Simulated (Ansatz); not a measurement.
The input, for Ansatz 0.2.0:

```yaml
crystal:
  periodic: [false, false, false]
  atoms:
    - {symbol: Ti, position_ang: [-0.009019, 0.000000, 0.621964]}
    - {symbol: C, position_ang: [0.065316, 0.000000, -2.082014]}
    - {symbol: H, position_ang: [-0.175007, 1.019801, -2.363791]}
    - {symbol: H, position_ang: [-0.175007, -1.019801, -2.363791]}
basis:
  gaussian: {orbitals: def2-TZVPP}
total_charge: 1
magnetization: {spin_polarized: true, initial_magnetization: 5}
correlation: {method: ccsdt_q, electrons: outside_noble_gas}
```

```sh
$ ansatz run in.yaml --threads 2 --pin off --events-out ev --progress --plain --max-ram 16896MiB --backend cuda --devices 0, --max-vram 18GiB
```

Log:

```
1538 factors; integrals over basis functions are off by at most 2.0e-7 eV
mean field evaluation 1: about -24137.0282 eV, gradient 2.0e1 eV
mean field evaluation 2: about -24137.0337 eV, gradient 2.0e1 eV
mean field evaluation 4: about -24139.9262 eV, gradient 2.4e0 eV
mean field evaluation 8: about -24140.0119 eV, gradient 2.2e-1 eV
mean field evaluation 16: about -24140.3905 eV, gradient 1.3e0 eV
mean field evaluation 32: about -24140.0061 eV, gradient 5.3e-1 eV
mean field evaluation 64: about -24140.0064 eV, gradient 8.6e-3 eV
mean field evaluation 96: about -24140.3121 eV, gradient 3.9e-1 eV
mean field evaluation 128: about -24140.3913 eV, gradient 3.6e-2 eV
mean field evaluation 160: about -24140.3913 eV, gradient 3.5e-2 eV
...
mean field -24140.39541844 eV, -887.1431686800 hartree, gradient 3.7e-6 eV, S^2 8.769505; 33 other end points of the search recorded, 0 dependent functions left out
determinant -24140.39541844 eV, -887.1431686800 hartree, with singles and doubles -24144.73842741 eV, -887.3027713157 hartree
determinant -24140.39130348 eV, -887.1430174579 hartree, with singles and doubles -24144.73285473 eV, -887.3025665237 hartree
determinant -24140.35303886 eV, -887.1416112593 hartree, with singles and doubles -24144.69237250 eV, -887.3010788292 hartree
determinant -24140.30809286 eV, -887.1399595240 hartree, with singles and doubles -24144.63876073 eV, -887.2991086330 hartree
determinant -24140.14176793 eV, -887.1338471955 hartree, with singles and doubles -24144.67818883 eV, -887.3005575886 hartree
determinant -24140.10519768 eV, -887.1325032636 hartree, with singles and doubles -24144.63990157 eV, -887.2991505581 hartree
determinant -24140.07810192 eV, -887.1315075130 hartree, with singles and doubles -24144.31894271 eV, -887.2873555374 hartree
determinant -24140.07808571 eV, -887.1315069173 hartree, with singles and doubles -24144.31912548 eV, -887.2873622541 hartree
determinant -24140.06136067 eV, -887.1308922833 hartree, with singles and doubles -24144.63082834 eV, -887.2988171230 hartree
determinant -24140.06084697 eV, -887.1308734052 hartree, with singles and doubles -24144.63001618 eV, -887.2987872766 hartree
determinant -24140.00646950 eV, -887.1288750702 hartree, with singles and doubles -24144.48340511 eV, -887.2933994190 hartree
determinant -24137.42069419 eV, -887.0338495802 hartree, with singles and doubles -24141.68965975 eV, -887.1907311707 hartree
determinant -24137.31834859 eV, -887.0300884489 hartree, with singles and doubles -24141.57005523 eV, -887.1863357857 hartree
determinant -24137.22996884 eV, -887.0268405528 hartree, with singles and doubles -24141.47421420 eV, -887.1828136930 hartree
determinant -24137.06709504 eV, -887.0208550509 hartree, with singles and doubles -24141.50811181 eV, -887.1840594072 hartree
determinant -24136.91196930 eV, -887.0151542851 hartree, with singles and doubles -24141.29375254 eV, -887.1761818491 hartree
determinant -24140.39541844 eV, -887.1431686800 hartree, with singles and doubles -24144.73660608 eV, -887.3027043833 hartree
determinant -24140.39130348 eV, -887.1430174579 hartree, with singles and doubles -24144.73169857 eV, -887.3025240355 hartree
determinant -24140.35303886 eV, -887.1416112593 hartree, with singles and doubles -24144.69783313 eV, -887.3012795034 hartree
determinant -24140.30809286 eV, -887.1399595240 hartree, with singles and doubles -24144.64104665 eV, -887.2991926388 hartree
determinant -24140.14176793 eV, -887.1338471955 hartree, with singles and doubles -24144.68551104 eV, -887.3008266751 hartree
determinant -24140.10519768 eV, -887.1325032636 hartree, with singles and doubles -24144.64406605 eV, -887.2993035998 hartree
determinant -24140.07810192 eV, -887.1315075130 hartree, with singles and doubles -24144.29047876 eV, -887.2863095066 hartree
determinant -24140.07808571 eV, -887.1315069173 hartree, with singles and doubles -24144.29119070 eV, -887.2863356699 hartree
determinant -24140.06136067 eV, -887.1308922833 hartree, with singles and doubles -24144.59103283 eV, -887.2973546648 hartree
determinant -24140.06084697 eV, -887.1308734052 hartree, with singles and doubles -24144.59021054 eV, -887.2973244462 hartree
determinant -24140.00646950 eV, -887.1288750702 hartree, with singles and doubles -24144.50795588 eV, -887.2943016432 hartree
10 core orbitals not correlated: weight in the atoms' cores, before any rotation towards them, 0.999 or more for the frozen orbitals, at most 0.000 for the correlated occupied ones
reference -24140.39541844 eV, -887.1431686800 hartree; 7, 2 occupied and 106, 111 virtual orbitals, 1538 factors
second order -3.62949701 eV of doubles, -0.00000000 eV of singles
...
cycle   1  -4.48031628 eV  update   3.4e-6
cycle   2  -4.48031585 eV  change    4.3e-7 eV  update   3.3e-6
cycle   3  -4.48031417 eV  change    1.7e-6 eV  update   3.6e-6
cycle   4  -4.48031397 eV  change    2.0e-7 eV  update   3.1e-6
cycle   5  -4.48031506 eV  change   -1.1e-6 eV  update   3.0e-6
cycle   6  -4.48031521 eV  change   -1.6e-7 eV  update   1.7e-6
cycle   7  -4.48031517 eV  change    4.6e-8 eV  update   1.5e-6
cycle   8  -4.48031621 eV  change   -1.0e-6 eV  update   1.6e-6
cycle   9  -4.48031829 eV  change   -2.1e-6 eV  update   9.7e-7
cycle  10  -4.48031912 eV  change   -8.3e-7 eV  update   7.1e-7
perturbative correction -0.00303315 eV, -0.0001114661 hartree
Total energy: -24144.87877071 eV, -887.3079288371 hartree
```

The T1 diagnostic is 0.067.

Ran on 2 threads of AMD EPYC 7R13 with a shared H100 80 GB, shared host: 1.7 min wall, 1.4 GiB peak host memory.
